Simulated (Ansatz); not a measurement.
System: rutile SnO2. Method: PBE-D4 (Ansatz, an electronic-structure program, plane waves, PAW).

Numerical settings: plane-wave cutoff 520 eV, 8×8×10 k mesh (along the axes of the cell as run), Fermi–Dirac smearing 0.01 eV, scalar-relativistic PAW data made under PBE.

Cell (relaxed at this level):

Space group P4₂/mnm (No. 136); a = b = 4.7886 Å, c = 3.2283 Å, α = β = γ = 90.00°

```csv
atom,site,symmetry,x,y,z
Sn,2a,m.mm,0.0000,0.0000,0.0000
O,4f,m.2m,0.3062,0.3062,0.0000
```

Problem. Estimate the bulk modulus, band gap and pressure derivative B′ of the bulk modulus that the calculation returns.

Solution. 
bulk modulus: 179 GPa
band gap: 0.86 eV
pressure derivative B′ of the bulk modulus: 5.4

Measured, for comparison: band gap 3.81 eV (zero-point renormalisation of 215 meV (computed, non-adiabatic AHC, without the lattice-expansion part) added back here to the 1.8 K gap of; inputs from Miglio et al. (2020), arXiv:2011.12765); bulk modulus 212 GPa (temperature not stated, not corrected to a static lattice, from measured elastic constants; as tabulated in Toher et al. (2017), arXiv:1611.05714). Computed (rounded) less measured: bulk modulus -16 %.

Note: the bulk modulus comes from volumes at which shape and atoms were relaxed.

Spin–orbit coupling is not included.

Static lattice: no zero-point or thermal effects.

Computing time: around 6 core-minutes (rough).
